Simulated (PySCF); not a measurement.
# Basis-set dependence of excited states

Species: difluoromethylene, CF₂ (singlet state).
SMILES: `F[C]F`

TDDFT with PBE0 (PySCF), vertical singlets, core orbitals frozen in the response, spherical d and f functions. Isolated species at its PBE0-D3(BJ)/def2-SVP geometry, gas phase.

Question: Compare 6-31G*, def2-SVP, 6-31+G*, def2-SVPD, aug-cc-pVDZ, def2-TZVP, def2-TZVPD and aug-cc-pVTZ for this molecule.

Answer: 

```json
{"basis": "6-31G*", "functions": "42", "diffuse": "no", "S1 (eV)": "4.82", "S2 (eV)": "8.29", "S3 (eV)": "10.21", "S4 (eV)": "11.13", "S5 (eV)": "12.14", "LUMO (eV)": "-1.62", "α (au)": "11.3"}
{"basis": "def2-SVP", "functions": "42", "diffuse": "no", "S1 (eV)": "4.71", "S2 (eV)": "8.28", "S3 (eV)": "10.20", "S4 (eV)": "11.10", "S5 (eV)": "12.01", "LUMO (eV)": "-2.05", "α (au)": "11.5"}
{"basis": "6-31+G*", "functions": "54", "diffuse": "yes", "S1 (eV)": "4.81", "S2 (eV)": "8.31", "S3 (eV)": "8.67", "S4 (eV)": "8.96", "S5 (eV)": "9.28", "LUMO (eV)": "-2.33", "α (au)": "15.2"}
{"basis": "def2-SVPD", "functions": "66", "diffuse": "yes", "S1 (eV)": "4.70", "S2 (eV)": "8.34", "S3 (eV)": "9.28", "S4 (eV)": "9.78", "S5 (eV)": "10.52", "LUMO (eV)": "-2.41", "α (au)": "16.1"}
{"basis": "aug-cc-pVDZ", "functions": "69", "diffuse": "yes", "S1 (eV)": "4.78", "S2 (eV)": "8.29", "S3 (eV)": "8.60", "S4 (eV)": "8.84", "S5 (eV)": "9.14", "LUMO (eV)": "-2.32", "α (au)": "16.2"}
{"basis": "def2-TZVP", "functions": "93", "diffuse": "no", "S1 (eV)": "4.81", "S2 (eV)": "8.32", "S3 (eV)": "9.97", "S4 (eV)": "10.57", "S5 (eV)": "11.13", "LUMO (eV)": "-2.20", "α (au)": "14.5"}
{"basis": "def2-TZVPD", "functions": "117", "diffuse": "yes", "S1 (eV)": "4.80", "S2 (eV)": "8.32", "S3 (eV)": "8.55", "S4 (eV)": "9.17", "S5 (eV)": "9.58", "LUMO (eV)": "-2.28", "α (au)": "16.5"}
{"basis": "aug-cc-pVTZ", "functions": "138", "diffuse": "yes", "S1 (eV)": "4.80", "S2 (eV)": "8.33", "S3 (eV)": "8.48", "S4 (eV)": "8.76", "S5 (eV)": "8.98", "LUMO (eV)": "-2.29", "α (au)": "16.5"}
```

States are compared by their number. Against the largest diffuse basis here (aug-cc-pVTZ, itself not a converged limit), sets without diffuse functions differ by up to 0.09 eV in S1 and 3.16 eV in S5; the smaller diffuse sets differ by up to 0.10 and 1.55 eV. State by state, the largest deviation of a set without diffuse functions is S1 0.09, S2 0.04, S3 1.73, S4 2.38, S5 3.16 eV. The same number needn't mean the same state in each row. Against aug-cc-pVTZ the polarisability deviates by -31% in 6-31G*, -30% in def2-SVP, -8% in 6-31+G*, -3% in def2-SVPD, -2% in aug-cc-pVDZ, -12% in def2-TZVP, 0% in def2-TZVPD.
